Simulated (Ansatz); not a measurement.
Reaction (SMILES): FCl (F-Cl) → Cl atom + F atom
B3LYP-D3(BJ)/def2-TZVP geometries, fixed; electronic energies without zero-point terms.
Largest species:
```
F
Cl 1 1.6409
```

Basis-set convergence of the atomisation energy at HF with Ansatz (a first-principles code). Cartesian d functions, on some or all atoms, in 6-31G**, 6-311G**; all else is spherical. Open shells are unrestricted. No added dispersion term, no relativity. Functions are those of the species that has most. Reference: the value in aug-cc-pV(5+d)Z, 8.15 kcal/mol, itself unsure by roughly 0.19 kcal/mol (its mean distance from pcseg-4, aug-pcseg-3, aug-cc-pV(Q+d)Z). Deviations are taken from unrounded values.

| basis | functions |
|---|---|
| STO-3G | 14 |
| 3-21G | 22 |
| 6-31G | 22 |
| pcseg-0 | 22 |
| pcseg-1 | 32 |
| 6-31G** | 34 |
| cc-pV(D+d)Z | 37 |
| 6-311G** | 45 |
| pcseg-2 | 64 |
| cc-pV(T+d)Z | 69 |
| cc-pV(Q+d)Z | 119 |
| pcseg-3 | 124 |
| cc-pV(5+d)Z | 191 |
| pcseg-4 | 206 |

Q: Which is the smallest set listed that can be trusted to 2 kcal/mol here, that is, within that of the reference together with its larger relatives (same family, alike in diffuse functions; a set with none to test it counts only in the reference's own line)?

A: The smallest set listed that lies within 2 kcal/mol of the reference with all its larger relatives (same family, alike in diffuse functions; a set with none counts only in the reference's own line) is pcseg-2 (64 functions, -1.04 kcal/mol off). Value minus reference: STO-3G -6.71, 3-21G -19.05, 6-31G -25.49, pcseg-0 -21.30, pcseg-1 -8.43, 6-31G** -4.35, cc-pV(D+d)Z -7.85, 6-311G** -9.65, pcseg-2 -1.04, cc-pV(T+d)Z -1.38, cc-pV(Q+d)Z -0.32, pcseg-3 0.28, cc-pV(5+d)Z -0.06, pcseg-4 0.20 kcal/mol.
